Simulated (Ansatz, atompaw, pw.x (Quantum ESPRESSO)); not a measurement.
pw.x on diamond Si: one setting changed

Potential: PAW, atompaw 4.2.0.5, PBE; core [Ne], reference 3s2 3p2; waves: 3s (bound): rc 2.35 bohr; 3s channel at 1.5 Ry: rc 1.85 bohr; 3p (bound): rc 2.35 bohr; 3p channel at 0.05 Ry: rc 2.35 bohr; 3d channel at -0.2 Ry: rc 2.35 bohr; local part: vpsmatchnc scheme with l = 3 at 0 Ry, radius 2.15 bohr; core correction: smooth core density matched at 1.20 bohr; augmentation: sinc compensation charge, radius 1.75 bohr; PAW radius 2.35 bohr; waves and projectors: custom rrkj gramschmidtortho.

The reference run (k-mesh 8³, cutoffs 40/400 Ry, Fermi–Dirac 0.01 Ry, mixing_beta 0.4, conv_thr 1e-9, no spin) gives -0.07 GPa at 20.463 Å³/atom, where all-electron LAPW gives -0.05 GPa. This run, with its own iteration cap, changes ecutrho/ecutwfc to 2.

```
&control
  calculation='scf', prefix='x', pseudo_dir='./', outdir='./tmp', tstress=.true., disk_io='none'
/
&system
  ibrav=0, nat=2, ntyp=1, ecutwfc=40, ecutrho=80, nbnd=11,
  occupations='smearing', smearing='fd', degauss=0.01
/
&electrons
  conv_thr=1e-09, mixing_beta=0.4, electron_maxstep=60
/
ATOMIC_SPECIES
Si 1.0 Si.UPF
CELL_PARAMETERS angstrom
  0.00000000 2.73520428 2.73520428
  2.73520428 0.00000000 2.73520428
  2.73520428 2.73520428 0.00000000
ATOMIC_POSITIONS crystal
Si 0.0000 0.0000 0.0000
Si 0.2500 0.2500 0.2500
K_POINTS automatic
8 8 8 0 0 0
```

```bash
pw.x < Si.scf.in > Si.scf.out
```

Task: How does the run end?

Result: It converges in 7 iterations; the free energy moves by -7.5 meV/atom and the pressure by +0.09 GPa. Below 4 the density is truncated and F is no longer variational, so a small shift in one case is no licence.

```
Message from routine set_cutoff:
     ecutrho < 4*ecutwfc, are you sure?
     Message from routine setup:
     using ibrav=0 with symmetry is DISCOURAGED, use correct ibrav instead
     lattice parameter (alat)  =       7.3098  a.u.
     unit-cell volume          =     276.1823 (a.u.)^3
     number of electrons       =         8.00
     number of Kohn-Sham states=           11
     kinetic-energy cutoff     =      40.0000  Ry
     charge density cutoff     =      80.0000  Ry
     scf convergence threshold =      1.0E-09
     Exchange-correlation= SLA PW PBX PBC
     number of k points=    29  Fermi-Dirac smearing, width (Ry)=  0.0100
     negative rho (up, down):  5.370E-02 0.000E+00
     iteration #  1     ecut=    40.00 Ry     beta= 0.40
     negative rho (up, down):  6.350E-02 0.000E+00
     total energy              =     -93.45857643 Ry
     estimated scf accuracy    <       0.05744228 Ry
     iteration #  2     ecut=    40.00 Ry     beta= 0.40
     negative rho (up, down):  7.929E-02 0.000E+00
     total energy              =     -93.45488514 Ry
     estimated scf accuracy    <       0.01599812 Ry
     iteration #  3     ecut=    40.00 Ry     beta= 0.40
     negative rho (up, down):  8.134E-02 0.000E+00
     total energy              =     -93.45566521 Ry
     estimated scf accuracy    <       0.00024929 Ry
     iteration #  4     ecut=    40.00 Ry     beta= 0.40
     negative rho (up, down):  8.143E-02 0.000E+00
     total energy              =     -93.45568072 Ry
     estimated scf accuracy    <       0.00000268 Ry
     iteration #  5     ecut=    40.00 Ry     beta= 0.40
     negative rho (up, down):  8.109E-02 0.000E+00
     total energy              =     -93.45568136 Ry
     estimated scf accuracy    <       0.00000018 Ry
     iteration #  6     ecut=    40.00 Ry     beta= 0.40
     negative rho (up, down):  8.112E-02 0.000E+00
     total energy              =     -93.45568139 Ry
     estimated scf accuracy    <          2.0E-09 Ry
     iteration #  7     ecut=    40.00 Ry     beta= 0.40
     negative rho (up, down):  8.112E-02 0.000E+00
     the Fermi energy is     6.3991 ev
!    total energy              =     -93.45568139 Ry
     estimated scf accuracy    <          2.1E-10 Ry
     smearing contrib. (-TS)   =      -0.00027035 Ry
     convergence has been achieved in   7 iterations
     negative rho (up, down):  8.112E-02 0.000E+00
          total   stress  (Ry/bohr**3)                   (kbar)     P=        0.19
     Message from routine punch:
     Nothing written, as per user request (disk_io='none')
```

The run took about 6.2 s on one core of a shared host (Intel(R) Xeon(R) Platinum 8375C CPU @ 2.90GHz, 128 threads, 992 GiB, load 33).
